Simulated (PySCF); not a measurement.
Dissociation curve of CH, doublet.

Levels: UKS-LDA (SVWN5) = PySCF with unrestricted LDA (SVWN5)/6-31G; CASSCF(5,5)/6-31G (PySCF); UHF/6-31G (PySCF); UCCSD(T) = CCSD(T) on UHF/6-31G, 1 core orbital frozen (PySCF).

Energies relative to the lowest point of each curve near equilibrium, in kcal/mol:

```json
[
 {"R / Å": "0.91", "UKS-LDA (SVWN5)": "29.7", "CASSCF(5,5)": "27.4", "UHF": "21.6"},
 {"R / Å": "0.96", "UKS-LDA (SVWN5)": "17.2", "CASSCF(5,5)": "15.3", "UHF": "10.8"},
 {"R / Å": "1.01", "UKS-LDA (SVWN5)": "8.8", "CASSCF(5,5)": "7.5", "UHF": "4.2"},
 {"R / Å": "1.07", "UKS-LDA (SVWN5)": "2.9", "CASSCF(5,5)": "2.2", "UHF": "0.5"},
 {"R / Å": "1.13", "UKS-LDA (SVWN5)": "0.4", "CASSCF(5,5)": "0.1", "UHF": "0.1"},
 {"R / Å": "1.17", "UKS-LDA (SVWN5)": "0.0", "CASSCF(5,5)": "0.0", "UHF": "1.2"},
 {"R / Å": "1.21", "UKS-LDA (SVWN5)": "0.5", "CASSCF(5,5)": "0.6", "UHF": "3.0"},
 {"R / Å": "1.41", "UKS-LDA (SVWN5)": "10.1", "CASSCF(5,5)": "9.9", "UHF": "18.3"},
 {"R / Å": "1.83", "UKS-LDA (SVWN5)": "41.5", "CASSCF(5,5)": "34.9", "UHF": "42.7"},
 {"R / Å": "2.01", "UKS-LDA (SVWN5)": "53.9", "CASSCF(5,5)": "43.3", "UHF": "45.8"},
 {"R / Å": "2.48", "UKS-LDA (SVWN5)": "74.9", "CASSCF(5,5)": "55.6", "UHF": "48.4"},
 {"R / Å": "3.97", "UKS-LDA (SVWN5)": "86.3", "CASSCF(5,5)": "60.3", "UHF": "49.0"}
]
```

Task: Estimate the UCCSD(T) values at these points.

Result: 0.91: 24.8; 0.96: 14.8; 1.01: 7.2; 1.07: 2.0; 1.13: 0.0; 1.17: 0.0; 1.21: 0.7; 1.41: 10.8; 1.83: 37.7; 2.01: 46.6; 2.48: 60.0; 3.97: 64.6 (kcal/mol).

The scan ran from 0.91 to 4.47 Å; beyond the distances shown one of the unrestricted levels run for this scan, shown here or not, changes its spin distribution in one step. The unrestricted determinant behind UKS-LDA (SVWN5) is spin-contaminated at 0.91, 2.23 to 3.97 Å (<S²> up to 1.7, against 0.75 for a pure doublet). The unrestricted determinant behind UHF, UCCSD(T) is spin-contaminated at 0.91 to 3.97 Å (<S²> up to 1.8, against 0.75 for a pure doublet).
